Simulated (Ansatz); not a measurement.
# CH₆BN: up Jacob's ladder to CCSD(T)

Aim: compute CH₆BN with functionals from several rungs and with coupled cluster, and see how far each lands from CCSD(T) at the basis-set limit for the atomisation energy.

The runs use Ansatz 0.2.0, Gaussian basis; functionals in def2-TZVPP, the program's frozen cores in correlated methods.

Levels to be run: LDA (SPW92), PBE-D4, revPBE-D4, BLYP-D4, r2SCAN-D4, B97M-V, PBE0-D4, B3LYP-D4, r2SCANh-D4, r2SCAN0-D4, HSE06-D4, BHLYP-D4, CAM-B3LYP-D4, LC-ωPBE, ωB97X-V, ωB97M-V, B2PLYP, PBE-QIDH; CCSD(T)/def2-SVP; CCSD(T)/def2-TZVPP; MP2/def2-QZVPP; extrapolation to the limit; RPA on PBE.

### Step 1. The geometry

An earlier PBE0-D4 in a triple-zeta def2 set relaxation fixed the geometry.

SMILES `BNC`, 9 atoms, charge 0, spin multiplicity 1.

Atoms are counted from 1 here; the program's logs count them from 0.

Bond lengths: B1–N2 1.383 Å, B1–H4 1.199 Å, B1–H5 1.197 Å, N2–C3 1.444 Å, N2–H6 1.008 Å, C3–H7 1.090 Å, C3–H8 1.094 Å, C3–H9 1.094 Å. Angles: N2–B1–H4 118.9°, N2–B1–H5 118.8°, H4–B1–H5 122.3°, B1–N2–C3 126.9°, B1–N2–H6 119.2°, C3–N2–H6 113.9°, N2–C3–H7 109.0°, N2–C3–H8 111.6°, N2–C3–H9 111.6°, H7–C3–H8 108.3°, H7–C3–H9 108.3°, H8–C3–H9 108.0°.

### Step 2. LDA

This LDA is Slater exchange with PW92 correlation.

Contents of in.yaml:

```yaml
crystal:
  periodic: [false, false, false]
  atoms:
    - {symbol: B, position_ang: [-0.798969, 0.735928, -0.884932]}
    - {symbol: N, position_ang: [0.123660, 0.493696, 0.116254]}
    - {symbol: C, position_ang: [0.559981, -0.794849, 0.601590]}
    - {symbol: H, position_ang: [-1.315514, -0.195331, -1.434982]}
    - {symbol: H, position_ang: [-1.054276, 1.869732, -1.172499]}
    - {symbol: H, position_ang: [0.560394, 1.274507, 0.581430]}
    - {symbol: H, position_ang: [0.041687, -1.576334, 0.046376]}
    - {symbol: H, position_ang: [1.637021, -0.932340, 0.464654]}
    - {symbol: H, position_ang: [0.334517, -0.921307, 1.665010]}
basis:
  gaussian: {orbitals: def2-TZVPP}
hamiltonian: {xc: lda}
output: {orbitals: {seedname: orbitals}}
```

The run is started by

```bash
$ ansatz run in.yaml --threads 4 --pin off --events-out ev --progress --plain --max-ram 10444MiB
```

The runs that follow: PBE-D4 (GGA); revPBE-D4 (GGA); BLYP-D4 (GGA); r2SCAN-D4 (meta-GGA); B97M-V (meta-GGA); B3LYP-D4 (hybrid); r2SCANh-D4 (hybrid); r2SCAN0-D4 (hybrid); HSE06-D4 (hybrid); BHLYP-D4 (hybrid); CAM-B3LYP-D4 (range-separated); LC-ωPBE (range-separated); ωB97X-V (range-separated); ωB97M-V (range-separated); B2PLYP (double hybrid); PBE-QIDH (double hybrid); CCSD(T) in def2-SVP; CCSD(T) in def2-TZVPP; MP2 in def2-QZVPP; RPA on PBE orbitals.

Q: Predict the results of all the runs planned. Wanted: atomisation energy, CCSD(T)/CBS; farthest beyond LDA; mean size of error, GGA; mean size of error, meta-GGA; mean size of error, hybrid; mean size of error, range-separated; mean size of error, double hybrid; gap, smallest and largest; T1 diagnostic.

**Answer**, as computed:

```
                               quantity                                                                value
        atomisation energy, CCSD(T)/CBS                                                        3296.1 kJ/mol
 functionals within 16.5 kJ/mol (0.5 %)  revPBE-D4, r2SCAN-D4, B97M-V, r2SCANh-D4, LC-ωPBE, B2PLYP, PBE-QIDH
                    farthest beyond LDA                                                PBE-D4 (+65.7 kJ/mol)
                mean size of error, GGA                                                          32.3 kJ/mol
           mean size of error, meta-GGA                                                          11.8 kJ/mol
             mean size of error, hybrid                                                          24.9 kJ/mol
    mean size of error, range-separated                                                          24.3 kJ/mol
      mean size of error, double hybrid                                                           9.2 kJ/mol
              gap, smallest and largest                            5.84 eV (LDA (SPW92)), 13.13 eV (LC-ωPBE)
                          T1 diagnostic                                                               0.0124
triples share of the correlation energy                                                                3.5 %
```

In words: LDA overbinds by 440.3 kJ/mol (13 %). PBE-D4 misses by +65.7 kJ/mol. Double hybrids carry the basis error of their MP2 part in triple zeta, and no dispersion term here, so their miss is partly the set-up's. The rungs double hybrid, meta-GGA miss on average by less than the doubt on the reference (16.5 kJ/mol), so they tie. The reference freezes the cores and leaves out relativity and excitations past (T), so misses under about 16.5 kJ/mol can't be ranked. Hartree-Fock recovers 75 % of the binding; the rest is correlation. CCSD(T) in def2-SVP is off by -142.7 kJ/mol, so the small basis spoils what the method gains. Orbital gaps span 5.8 to 13.1 eV; exact exchange widens them.
